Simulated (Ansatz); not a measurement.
# C₂H₄ with SiH₄: structure and interaction energy

How do C₂H₄ and SiH₄ sit together, how strongly do they interact, and which methods get it right?

The runs use Ansatz 0.2.0, Gaussian basis; PBE0-D4 structure, single points in def2-TZVPPD.

Levels: PBE-D4, revPBE-D4, BLYP-D4, r2SCAN-D4, B97M-V, PBE0-D4, B3LYP-D4, HSE06-D4, wB97X-V, wB97M-V, B2PLYP, Hartree-Fock, MP2, CCSD, CCSD(T). The reference is CCSD(T) extrapolated to the basis limit.

Correlated methods freeze the cores. B3LYP uses VWN-RPA correlation. B2PLYP carries no dispersion term here.

176 further runs of the same task are left out: 176 set aside as unsound or not needed. Runs told in other sessions of the task aren't counted.

### 1 Starting geometry

The pair, from a GFN2-xTB docking trial: 11 atoms, charge 0, spin multiplicity 1.

Atoms are counted from 1 here; the program's logs count them from 0.

Bond lengths: C1–C2 1.317 Å, C1–H3 1.078 Å, C1–H4 1.078 Å, C2–H5 1.078 Å, C2–H6 1.078 Å, Si7–H8 1.461 Å, Si7–H9 1.461 Å, Si7–H10 1.461 Å, Si7–H11 1.461 Å. Angles: C2–C1–H3 122.0°, C2–C1–H4 121.7°, H3–C1–H4 116.2°, C1–C2–H5 121.7°, C1–C2–H6 122.1°, H5–C2–H6 116.2°, H8–Si7–H9 109.4°, H8–Si7–H10 109.4°, H8–Si7–H11 109.6°, H9–Si7–H10 109.5°, H9–Si7–H11 109.6°, H10–Si7–H11 109.4°.

As a file:

```xyz
11
C2H8Si
C     0.14470    0.58770   -1.93630
C    -0.04880   -0.71250   -2.00940
H     0.34020    1.18700   -2.81090
H     0.11430    1.11320   -0.99530
H    -0.24580   -1.30640   -1.13180
H    -0.02220   -1.24350   -2.94710
Si   -0.05650    0.07430    2.36640
H    -1.00020   -0.18610    1.28150
H    -0.77140    0.08180    3.64040
H     0.57890    1.37300    2.15690
H     0.96680   -0.96830    2.38570
```

Atoms 1 to 6 are fragment A (C₂H₄), the rest fragment B (SiH₄).

### 2 A first relaxation in a small basis

The input, pre/in.yaml:

```yaml
crystal:
  periodic: [false, false, false]
  atoms:
    - {symbol: C, position_ang: [0.144700, 0.587700, -1.936300]}
    - {symbol: C, position_ang: [-0.048800, -0.712500, -2.009400]}
    - {symbol: H, position_ang: [0.340200, 1.187000, -2.810900]}
    - {symbol: H, position_ang: [0.114300, 1.113200, -0.995300]}
    - {symbol: H, position_ang: [-0.245800, -1.306400, -1.131800]}
    - {symbol: H, position_ang: [-0.022200, -1.243500, -2.947100]}
    - {symbol: Si, position_ang: [-0.056500, 0.074300, 2.366400]}
    - {symbol: H, position_ang: [-1.000200, -0.186100, 1.281500]}
    - {symbol: H, position_ang: [-0.771400, 0.081800, 3.640400]}
    - {symbol: H, position_ang: [0.578900, 1.373000, 2.156900]}
    - {symbol: H, position_ang: [0.966800, -0.968300, 2.385700]}
basis:
  gaussian: {orbitals: def2-SVP}
hamiltonian: {xc: pbe, dispersion: d4}
relax: {f_tol: 0.03, max_steps: 250}
```

Started as:

```sh
ansatz run in.yaml --threads 4 --pin off --events-out ev --progress --plain --max-ram 9574MiB
```

The runs that follow: Relaxation at PBE0-D4; PBE-D4/def2-TZVPPD; r2SCAN-D4/def2-TZVPPD; PBE0-D4/def2-TZVPPD; B3LYP-D4/def2-TZVPPD; wB97X-V/def2-TZVPPD; wB97M-V/def2-TZVPPD; B2PLYP/def2-TZVPPD; BLYP-D4/def2-TZVPPD; revPBE-D4/def2-TZVPPD; B97M-V/def2-TZVPPD; HSE06-D4/def2-TZVPPD; CCSD(T)/def2-TZVPPD; MP2/def2-QZVPPD; Hartree-Fock/STO-3G; PBE-D4/STO-3G; B3LYP-D4/6-31G; SPW92/def2-SVP; PBE-D4/def2-SVP; PBE0-D4/def2-SVP; wB97M-V/def2-SVP; CCSD(T)/def2-SVP; Vibrations of the pair.

Before running it: what results should come out? Wanted: interaction energy, CCSD(T)/CBS; of it Hartree-Fock; D4 term of PBE0-D4; shortest contact; lowest wavenumber.

As calculated:

| quantity | value |
| --- | --- |
| interaction energy, CCSD(T)/CBS | -57 meV |
| of it Hartree-Fock (basis limit) | +35 meV |
| D4 term of PBE0-D4 | -52 meV |
| shortest contact | H5–H8 3.27 Å |
| lowest wavenumber | 21 cm⁻¹ |

In words: The pair is bound by 57 meV at fixed fragment shapes. Hartree-Fock doesn't bind it at this geometry, so correlation, mostly dispersion, holds it together. The functionals run from BLYP-D4, off by +2 meV, to B2PLYP, off by +50 meV, against CCSD(T)/CBS. wB97X-V is as near within the digits shown. Mean unsigned error by rung: GGA 7, meta-GGA 3, hybrid 7, screened hybrid 10, range-separated hybrid 3, double hybrid 50 meV. The double hybrids carry no dispersion term here, unlike the levels marked D4 or V. PBE-D4 gives an interaction energy 14 meV too low, an error of 24 % of the reference. CCSD(T) moves by -9 meV from triple zeta to the limit; gaps between functionals far smaller than that don't rank them. A lower arrangement may exist.
